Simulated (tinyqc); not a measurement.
Worked calculation (part 2 of 2): G0W0 on RHF in the sto-3g basis, for H2O, spin multiplicity 1. Computed by tinyqc, a small Python program that keeps every step (integrals from PySCF). Command: `OMP_NUM_THREADS=1 python tinyqc.py 29894 29895 out.jsonl` (the two numbers bound the seeds that draw the settings). One thread of a shared host (Intel(R) Xeon(R) Processor @ 2.60GHz), about 0.06 s of CPU time with the checks.

Geometry (angstrom):
```
atom         x          y         z
O     0.000000   0.000000  0.000000
H     0.000000   0.794000  0.699000
H     0.000000  -0.794000  0.699000
```

## Screening: direct RPA

orbital energies (hartree): MO1 -20.264192, MO2 -1.230534, MO3 -0.556717, MO4 -0.457089, MO5 -0.392203, MO6 0.524069, MO7 0.612900

Two-electron integrals over orbitals (pq|rs), unique and non-zero (hartree):
```
(11|11) 4.746192    (21|11) -0.423979   (21|21) 0.059987    (22|11) 1.013178
(22|21) -0.014345   (22|22) 0.724857    (31|31) 0.011036    (32|31) 0.017386
(32|32) 0.134807    (33|11) 0.780811    (33|21) -0.004675   (33|22) 0.628496
(33|33) 0.609446    (41|11) 0.178265    (41|21) -0.022932   (41|22) 0.014020
(41|33) 0.006077    (41|41) 0.025405    (42|11) -0.147954   (42|21) 0.008730
(42|22) -0.014980   (42|33) 0.004240    (42|41) 0.017570    (42|42) 0.128137
(43|31) -0.003190   (43|32) 0.024103    (43|43) 0.053646    (44|11) 0.946124
(44|21) -0.011916   (44|22) 0.661405    (44|33) 0.577099    (44|41) -0.009138
(44|42) -0.096486   (44|44) 0.719090    (51|51) 0.025985    (52|51) 0.032903
(52|52) 0.147937    (53|53) 0.027497    (54|51) -0.012918   (54|52) -0.046854
(54|54) 0.051301    (55|11) 1.115352    (55|21) -0.011961   (55|22) 0.751111
(55|33) 0.613872    (55|41) 0.005014    (55|42) -0.079824   (55|44) 0.698579
(55|55) 0.880159    (61|11) -0.205938   (61|21) 0.031380    (61|22) -0.000851
(61|33) 0.000784    (61|41) 0.001843    (61|42) 0.021097    (61|44) -0.017203
(61|55) -0.005499   (61|61) 0.027957    (62|11) 0.279419    (62|21) -0.005982
(62|22) 0.136711    (62|33) 0.072550    (62|41) 0.018680    (62|42) 0.027332
(62|44) 0.066794    (62|55) 0.146628    (62|61) 0.010091    (62|62) 0.098342
(63|31) 0.003102    (63|32) -0.033362   (63|43) -0.033394   (63|63) 0.069011
(64|11) 0.259118    (64|21) -0.003370   (64|22) 0.116221    (64|33) 0.048937
(64|41) 0.000500    (64|42) -0.051068   (64|44) 0.131392    (64|55) 0.141955
(64|61) -0.002390   (64|62) 0.058648    (64|64) 0.092493    (65|51) 0.013622
(65|52) 0.052795    (65|54) 0.003455    (65|65) 0.035787    (66|11) 0.803379
(66|21) -0.007454   (66|22) 0.607568    (66|33) 0.560764    (66|41) 0.018905
(66|42) 0.049141    (66|44) 0.551279    (66|55) 0.588388    (66|61) 0.009308
(66|62) 0.097824    (66|64) 0.051867    (66|66) 0.594155    (71|31) 0.014575
(71|32) 0.021772    (71|43) -0.004308   (71|63) 0.003557    (71|71) 0.019284
(72|31) 0.014457    (72|32) 0.048672    (72|43) -0.034012   (72|63) 0.032513
(72|71) 0.018225    (72|72) 0.065237    (73|11) 0.365792    (73|21) -0.007155
(73|22) 0.152040    (73|33) 0.089295    (73|41) -0.000466   (73|42) -0.081868
(73|44) 0.143051    (73|55) 0.197197    (73|61) -0.006301   (73|62) 0.070291
(73|64) 0.097650    (73|66) 0.043398    (73|73) 0.159656    (74|31) -0.009023
(74|32) -0.076406   (74|43) -0.009554   (74|63) 0.050281    (74|71) -0.011857
(74|72) -0.016007   (74|74) 0.072750    (75|53) 0.023740    (75|75) 0.024230
(76|31) 0.007872    (76|32) 0.087627    (76|43) 0.057529    (76|63) -0.060846
(76|71) 0.010054    (76|72) -0.008347   (76|74) -0.060732   (76|76) 0.110492
(77|11) 0.835532    (77|21) -0.008661   (77|22) 0.610177    (77|33) 0.591678
(77|41) 0.004095    (77|42) -0.014332   (77|44) 0.583381    (77|55) 0.608782
(77|61) -0.003629   (77|62) 0.062327    (77|64) 0.045931    (77|66) 0.558168
(77|73) 0.087698    (77|77) 0.599877
```

With D = e_a - e_i and K = (ia|jb): diagonalise D^(1/2) (D + 4K) D^(1/2) = Z w^2 Z^T; X + Y = D^(1/2) Z w^(-1/2), each column of Z with its largest component positive (the first on a tie); E_c = (sum w - tr (D + 2K)) / 2.

D^(1/2) (D + 4K) D^(1/2) (hartree^2):
```
            1>6         1>7       2>6        2>7       3>6        3>7        4>6        4>7
1>6  434.476492    0.000000  0.243778   0.000000  0.000000  -0.124276  -0.043180   0.000000
1>7    0.000000  437.463363  0.000000   0.452255  0.067590   0.000000   0.000000  -0.224158
2>6    0.243778    0.000000  3.768833   0.000000  0.000000   0.402782   0.307802   0.000000
2>7    0.000000    0.452255  0.000000   3.879287  0.183570   0.000000   0.000000  -0.089925
3>6    0.000000    0.067590  0.000000   0.183570  1.466446   0.000000   0.000000   0.216285
3>7   -0.124276    0.000000  0.402782   0.000000  0.000000   2.114950   0.418430   0.000000
4>6   -0.043180    0.000000  0.307802   0.000000  0.000000   0.418430   1.325675   0.000000
4>7    0.000000   -0.224158  0.000000  -0.089925  0.216285   0.000000   0.000000   1.456246
5>6    0.000000    0.000000  0.000000   0.000000  0.000000   0.000000   0.000000   0.000000
5>7    0.000000    0.000000  0.000000   0.000000  0.000000   0.000000   0.000000   0.000000

          5>6       5>7
1>6  0.000000  0.000000
1>7  0.000000  0.000000
2>6  0.000000  0.000000
2>7  0.000000  0.000000
3>6  0.000000  0.000000
3>7  0.000000  0.000000
4>6  0.000000  0.000000
4>7  0.000000  0.000000
5>6  0.970718  0.000000
5>7  0.000000  1.107645
```

excitation energies w (hartree): 0.985250  1.052447  1.067186  1.109446  1.294453  1.465469  1.973551  1.980605  20.844104  20.915639

X + Y:
```
            1         2          3          4          5          6          7          8
1>6  0.000000  0.000000   0.000057   0.000000   0.000000   0.001708   0.000000  -0.001472
1>7  0.000000  0.000000   0.000000   0.001720   0.001147   0.000000  -0.003470   0.000000
2>6  0.000000  0.000000  -0.065080   0.000000   0.000000  -0.314798   0.000000   0.900159
2>7  0.000000  0.000000   0.000000   0.093766  -0.035757   0.000000   0.963477   0.000000
3>6  0.000000  0.000000   0.000000  -0.695575   0.644870   0.000000   0.053752   0.000000
3>7  0.000000  0.000000  -0.393356   0.000000   0.000000   0.797565   0.000000   0.191052
4>6  0.000000  0.000000   0.887256   0.000000   0.000000   0.283707   0.000000   0.107975
4>7  0.000000  0.000000   0.000000   0.693066   0.643546   0.000000  -0.022252   0.000000
5>6  0.964360  0.000000   0.000000   0.000000   0.000000   0.000000   0.000000   0.000000
5>7  0.000000  0.977249   0.000000   0.000000   0.000000   0.000000   0.000000   0.000000

             9         10
1>6   0.998659   0.000000
1>7   0.000000   0.999077
2>6   0.000164   0.000000
2>7   0.000000   0.000310
3>6   0.000000   0.000035
3>7  -0.000068   0.000000
4>6  -0.000022   0.000000
4>7   0.000000  -0.000116
5>6   0.000000   0.000000
5>7   0.000000   0.000000
```

RPA correlation energy = -0.06383097 hartree

## G0W0 on Hartree-Fock: HOMO

W(p,q,m) = sqrt2 sum_ia (pq|ia) (X+Y)_ia,m; Sigma_c(x) = sum_(i,m) W^2/(x - e_i + w_m) + sum_(a,m) W^2/(x - e_a - w_m); solve x = e_p + Sigma_c(x) by Newton steps; Z = 1/(1 - dSigma/dx); 1 hartree = 27.211386 eV.

The 12 largest terms at x = e_p (hartree; W for the signs of X + Y given):
```
q  m          W       term
5  8   0.261628   0.034560
5  6   0.214089   0.031276
2  1   0.072003   0.002843
5  3   0.054926   0.002827
6  1   0.048807  -0.001253
3  2   0.032810   0.000885
7  2   0.033486  -0.000545
4  1   0.004711   0.000021
1  1   0.018577   0.000017
5  9  -0.007755   2.89e-06
```

Newton steps (hartree):
```
step          x  Sigma_c(x)         Z
0     -0.392203    0.070633  0.957240
1     -0.324590    0.067730  0.960364
2     -0.324477    0.067726  0.960369
3     -0.324477    0.067726  0.960369
```

quasiparticle energy of the HOMO = -8.829477 eV

Hartree-Fock value = -10.672382 eV

## G0W0 on Hartree-Fock: LUMO

As before.

The 12 largest terms at x = e_p (hartree; W for the signs of X + Y given):
```
q  m          W       term
6  8   0.144157  -0.010492
7  5  -0.110325  -0.008799
2  8   0.153117   0.006277
4  6   0.121137   0.005998
3  5   0.107061   0.004826
4  8   0.115172   0.004479
4  3   0.056338   0.001550
5  1   0.048807   0.001253
2  6   0.059057   0.001083
6  3   0.031937  -0.000956
3  7   0.047947   0.000753
6  6   0.026232  -0.000470
```

Newton steps (hartree):
```
step         x  Sigma_c(x)         Z
0     0.524069    0.005767  0.977783
1     0.529708    0.005639  0.977732
2     0.529708    0.005639  0.977732
```

quasiparticle energy of the LUMO = 14.414095 eV

Hartree-Fock value = 14.260651 eV
